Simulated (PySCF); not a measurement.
Isomers of C3HN, one conformer each; single-point electronic energies without zero-point terms and without any empirical dispersion term.

All values: wB97X-D/pcSseg-2 (PySCF, non-relativistic), each on one gas-phase PBE0-D3(BJ)/def2-TZVP geometry that isn't relaxed in the solvent. The solvent is an IEF-PCM continuum (van der Waals radii × 1.2). Only the electrostatic response of the medium enters.

```tsv
isomer	relative energy, gas (kcal/mol)	dipole (D)
`C#CC#N` (cyanoacetylene)	0.0	3.92
`[C-]#[N+]C#C` (isoyanoacetylene)	24.7	2.87
```

Q: How do the relative energies look in chloroform (ε = 4.711)?

A: 
```
                           isomer  relative energy, solvent (kcal/mol)  E(solvent) − E(gas) (kcal/mol)  dipole in solvent (D)
        `C#CC#N` (cyanoacetylene)                                  0.0                            -3.5                   4.88
`[C-]#[N+]C#C` (isoyanoacetylene)                                 25.9                            -2.3                   3.51
```

The order is unchanged. `C#CC#N` (cyanoacetylene) gains most from the continuum, and it has the largest gas-phase dipole. The gains span 1.2 kcal/mol, the gas-phase energies 24.7 kcal/mol.
